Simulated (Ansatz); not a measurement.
SiH2MeF (CH₅FSi). The state is a singlet with charge 0. Geometry PBE-D4/def2-TZVP.

```xyz
8

Si   -0.605   -0.353   -0.524
H    -1.993    0.033   -0.124
H    -0.496   -1.842   -0.595
C     0.666    0.373    0.632
H     0.489    0.021    1.660
H     0.613    1.471    0.633
H     1.683    0.075    0.339
F    -0.356    0.221   -2.021
```

HSE06 is defined as in plane-wave codes, on full-range PBE exchange.

Problem. Estimate the orbital energies around the gap (eV) in Ansatz with HF/def2-TZVP, PBE-D4/def2-SVP, HSE06-D4/def2-TZVP, ωB97X-V/def2-TZVP, ωB97M-V/def2-TZVP.

Solution. 
```tsv
orbital	HF/def2-TZVP	PBE-D4/def2-SVP	HSE06-D4/def2-TZVP	ωB97X-V/def2-TZVP	ωB97M-V/def2-TZVP
HOMO−5	-17.83	-10.44	-12.05	-15.16	-15.09
HOMO−4	-16.79	-9.96	-11.71	-14.76	-14.69
HOMO−3	-15.52	-9.63	-11.17	-14.15	-14.02
HOMO−2	-15.25	-9.61	-11.00	-13.96	-13.81
HOMO−1	-12.88	-7.73	-8.92	-11.81	-11.61
HOMO	-12.62	-7.69	-8.83	-11.67	-11.51
LUMO	3.35	0.10	0.07	2.48	2.12
LUMO+1	3.61	0.82	0.62	2.84	2.41
LUMO+2	5.00	1.81	1.90	4.30	3.87
LUMO+3	5.31	1.90	2.02	4.36	4.00
LUMO+4	5.40	2.50	2.11	4.65	4.16
LUMO+5	5.88	2.85	2.51	4.72	4.35
```
